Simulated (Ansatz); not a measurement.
A nudged elastic band was laid between two geometries of BH6NO (9 atoms, charge 0, multiplicity 1).

Theory: RKS B3LYP-D4/6-31G* in Ansatz.

| Quantity | Value |
| --- | --- |
| movable images | 5 |
| climbing image | yes |
| spring | 5.0 eV/Å² |
| optimiser | quadratic models (default) |
| start path | through a guess of the saddle point |
| force threshold | 0.05 eV/Å |
| iteration limit | 60 |
| end points | relaxed |

Initial state:

```xyz
9
Properties=species:S:1:pos:R:3
B 0.058 0.121 0.354
O -0.484 -0.533 1.506
H -1.422 -0.718 1.377
H 1.230 -0.126 0.157
H -0.638 0.158 -0.645
N 0.154 1.794 0.804
H 0.655 2.353 0.112
H -0.769 2.205 0.946
H 0.656 1.850 1.691
```

Final state:

```xyz
9
Properties=species:S:1:pos:R:3
B 0.276 0.642 -0.298
O -0.428 -0.400 2.426
H -1.254 -0.675 2.002
H 1.340 0.108 -0.359
H -0.721 0.139 -0.727
N 0.184 1.915 0.280
H 0.990 2.426 0.616
H -0.668 2.460 0.297
H -0.279 0.489 2.065
```

(1) Which bonds break or form, and what moves?

(2) What energy profile does the band end with?

(3) What is the geometry of the highest image?

(4) What are the harmonic wavenumbers there?

Answers

(1) Bonds broken: B1–O2, N6–H9. Bonds formed: O2–H9. BH6NO becomes BH4N + H2O.

(2) The forces met the threshold. The highest image is number 4 of 0 to 6, 1.03 eV above the first end and 0.48 eV above the last; the last end lies 0.55 eV above the first. A vibrational analysis at the climbing image gives one clearly imaginary mode, 1197i cm⁻¹: a first-order saddle point. The orbitals stay closed-shell, which can raise the energy where a bond breaks towards radicals; this wasn't checked here.

| image | path coordinate (Å) | energy (eV) | B1–O2 (Å) | N6–H9 (Å) | O2–H9 (Å) |
| --- | --- | --- | --- | --- | --- |
| 0 | 0.00 | 0.00 | 1.43 | 1.02 | 2.65 |
| 1 | 0.55 | 0.02 | 1.43 | 1.02 | 2.48 |
| 2 | 1.10 | 0.04 | 1.43 | 1.02 | 2.36 |
| 3 | 1.65 | 0.26 | 1.48 | 1.04 | 1.82 |
| 4 | 2.20 | 1.03 | 1.64 | 1.38 | 1.18 |
| 5 | 2.90 | 0.67 | 2.28 | 2.03 | 0.98 |
| 6 | 3.60 | 0.55 | 3.00 | 2.33 | 0.97 |

(3) 
```xyz
9
Properties=species:S:1:pos:R:3
B 0.161 0.337 0.177
O -0.274 -0.211 1.657
H -1.174 -0.576 1.629
H 1.273 -0.040 -0.061
H -0.708 0.074 -0.615
N 0.087 1.816 0.708
H 0.971 2.310 0.802
H -0.601 2.431 0.284
H -0.296 0.963 1.721
```

(4) 1197i, 353, 625, 670, 695, 737, 801, 849, 878, 1020, 1125, 1181, 1234, 1572, 1640, 1891, 2553, 2634, 3524, 3615, 3755 cm⁻¹.

Time of the run: 2.8 min on 1 thread of Intel(R) Xeon(R) Platinum 8259CL CPU @ 2.50GHz (Skylake/Cascade Lake), with other jobs on the host, peak memory 0.13 GiB.
